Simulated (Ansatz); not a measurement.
**[Cl···H···GeH3], doublet: transfer scan**

Starting geometry:

```yaml
atoms:
  - { symbol: Cl, position_ang: [-2.4845, 0.0000, 0.0000] }
  - { symbol: H, position_ang: [-1.2057, 0.0000, 0.0000] }
  - { symbol: Ge, position_ang: [1.1615, 0.0000, 0.0000] }
  - { symbol: H, position_ang: [1.6301, -1.4659, 0.0000] }
  - { symbol: H, position_ang: [1.6301, 0.7330, -1.2695] }
  - { symbol: H, position_ang: [1.6301, 0.7330, 1.2695] }
```

From there H2 is moved from one fragment to the other while all else, the fragments' distance too, stays fixed, so the hump isn't the reaction's barrier; atoms are numbered as listed. Energies are in kJ/mol, counted from the starting geometry at the same level. Kohn–Sham curves are unrestricted where that lies lower.

Basis cc-pVDZ; Ansatz 0.2.0. Only valence electrons are correlated (noble-gas cores and the filled d shells of p-block atoms frozen). Prefix R: restricted or restricted open-shell reference; prefix U: unrestricted. No spin–orbit coupling is included, and no scalar relativity.

Full CI isn't at hand for all of this; UCCSDT(Q) serves as the reference, and is uncertain by about the last step of the cluster series.

| distance Cl1-H2 (Å) | PBE0 |
| --- | --- |
| 1.279 | 0.0 |
| 1.398 | 2.5 |
| 1.638 | 39.6 |
| 1.877 | 49.6 |
| 2.116 | 52.8 |

Task: Estimate the UCCSDT(Q) curve in cc-pVDZ from this one, knowing how PBE0 errs.

Result: The computed UCCSDT(Q) values, in kJ/mol from the starting point, and the error of PBE0 against them:
| distance Cl1-H2 (Å) | UCCSDT(Q) | PBE0 less UCCSDT(Q) |
| --- | --- | --- |
| 1.279 | 0.0 | 0.0 |
| 1.398 | 8.2 | -5.7 |
| 1.638 | 55.3 | -15.7 |
| 1.877 | 60.9 | -11.3 |
| 2.116 | 49.4 | 3.4 |

The error spans 19.1 kJ/mol and is largest, -15.7 kJ/mol, at 1.638 Å.

In so small a basis the reference is far from its limit while semilocal and hybrid functionals are nearer theirs, so the functionals' errors here hold much of the reference's basis and frozen-core error, which can add to them or hide them.
